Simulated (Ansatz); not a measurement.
Mulliken charges of `FC1=NCS1` from PBE/def2-TZVPP in Ansatz (PBE0-D4/def2-TZVP geometry).

```csv
atom,x (Å),y (Å),z (Å),charge (e)
F1,-1.062,-2.119,0.357,-0.108
C2,-0.503,-0.961,0.136,0.182
N3,0.548,-0.506,0.677,-0.190
C4,0.486,0.749,-0.068,-0.012
S5,-1.060,0.264,-0.966,-0.097
H6,0.328,1.619,0.568,0.113
H7,1.324,0.886,-0.750,0.113
```

Problem. By hand: the dipole of these point charges (1 e Å = 4.8032 D).

Solution. Σ q r = (0.203, 0.399, -0.068) e Å, of length 0.453 e Å = 2.18 D.

Problem. How does the dipole of the full density compare? (Best estimate.)

Solution. Ansatz gave: (-0.008, 0.360, -0.207) e Å, 1.99 D; the point charges give 1.10 times that, at 34° from its direction.

Point charges leave out the atoms' own dipoles, such as those of lone pairs, and Mulliken's split depends on the basis, so the two needn't agree.
